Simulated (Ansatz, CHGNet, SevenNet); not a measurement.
Graphite: properties by level of theory

Reference values: lattice constant a 2.461 Å (measured, 300 K, no zero-point or thermal correction, sources range from 2.456 to 2.461; as tabulated in Wikipedia's data pages); lattice parameter c 6.67 Å (measured, low temperature, not corrected to a static lattice; as tabulated in Berland et al. (2010), arXiv:1007.3305).

```tsv
level (code)	lattice parameter a (Å)	c axis length (Å)
CHGNet-r²SCAN (CHGNet)	2.456	7.102
SevenNet-l3i5 (SevenNet)	2.468	8.063
PBE-D3(BJ) (Ansatz)	2.465	6.738
r²SCAN-D4 (Ansatz)	2.453	6.750
```

Differences from the reference values (errors of the level alone only where the reference is corrected to a static lattice):

```
level          lattice constant a (%)  lattice parameter c (%)
-------------  ----------------------  -----------------------
CHGNet-r²SCAN                   -0.20                    +6.48
SevenNet-l3i5                   +0.28                      +21
PBE-D3(BJ)                      +0.16                    +1.02
r²SCAN-D4                       -0.33                    +1.20
```

Nearest: lattice constant a, not ranked (reference at room or unstated temperature); lattice parameter c, PBE-D3(BJ) or r²SCAN-D4.

Machine-learned potentials (CHGNet-r²SCAN, SevenNet-l3i5) are trained on DFT data, which may include these solids.

Ansatz's density-functional and Hartree–Fock values are scalar-relativistic unless marked +SOC, with PAW data made under PBE.

Differences are worked out from the printed values.

Computed values are for the static lattice.

Ansatz is a first-principles code.
